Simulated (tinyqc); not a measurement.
UKS/BP86 in the sto-3g basis, for NH, spin multiplicity 3, step by step. One step of it, computed by the program tinyqc.

Problem. Iteration 2: DIIS coefficients. Solve [B -1; -1 0][c; lambda] = [0; -1] for the coefficients, which sum to one.

B (overlaps of the stored error matrices):
```
                1               2
1   1.0087151e-01  -1.0491244e-01
2  -1.0491244e-01   2.8344891e-01
```

Give: DIIS coefficients.

Solution.

DIIS coefficients: 0.6536  0.3464
